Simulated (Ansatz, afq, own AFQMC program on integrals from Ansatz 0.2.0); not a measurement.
**Where AFQMC and coupled cluster stand for AlH₄, doublet**

```xyz
5

Al   -0.0906    0.0002   -0.2009
H     0.6789    0.0027    3.0045
H    -0.4797   -0.0135    2.9600
H     1.1095    2.0929   -0.2857
H     1.1160   -2.0881   -0.3015
```

Basis 6-31G. Only valence electrons are correlated. Ansatz 0.2.0 and our own AFQMC program on the same integrals; the CISD trial comes from CCSD amplitudes, and released means the phaseless constraint is let go. Error bars are statistical, one sigma.

Determinant: ROHF, the one that the program's search chose, which needn't be the lowest solution. The geometry is a point of a scan.

Full CI on the same integrals is exact in this basis and with this determinant's frozen core.

Cautions: a spin-contaminated unrestricted determinant lies lower (UHF 710 meV lower, ⟨S²⟩ 1.10); the search met a lower determinant of the same kind, perhaps of another symmetry (241 meV lower); strong correlation (T1 0.052, weight of the determinant 0.81, largest double 0.14); the released energies are still falling, so no released level is given (meV from the phaseless value at times in 1/Eh: -6 ± 3 at 0.24, -7 ± 3 at 0.51, -16 ± 3 at 0.99, -24.8 ± 2.1 at 1.62, -27.5 ± 2.3 at 2.40); the ph-AFQMC/CISD walk drifts between its halves (3.0 errors).

* T1 diagnostic: 0.0522
* weight of the determinant in the CISD state: 0.811
* size of the correlated space: 7 electrons in 16 orbitals

Reference: full CI, correlation energy -3.479 eV.

```json
{"level": "HF", "E − E(reference) (kJ/mol)": "335.6", "share of correlation (%)": "0.00"}
{"level": "MP2", "E − E(reference) (kJ/mol)": "139.2", "share of correlation (%)": "58.51"}
{"level": "CCSD", "E − E(reference) (kJ/mol)": "10.9", "share of correlation (%)": "96.74"}
{"level": "CCSD(T)", "E − E(reference) (kJ/mol)": "3.7", "share of correlation (%)": "98.89"}
{"level": "CCSDT", "E − E(reference) (kJ/mol)": "0.2", "share of correlation (%)": "99.94"}
{"level": "CCSDT(Q)", "E − E(reference) (kJ/mol)": "0.1", "share of correlation (%)": "99.98"}
{"level": "CCSDTQ", "E − E(reference) (kJ/mol)": "0.0", "share of correlation (%)": "100.00"}
{"level": "ph-AFQMC/CISD", "E − E(reference) (kJ/mol)": "4.7 ± 0.3", "share of correlation (%)": "98.61"}
```

CCSDT and higher add their correlation energy to the determinant of the CCSD(T) run, since their own runs factorise the integrals more tightly (a shift of under 2 meV).
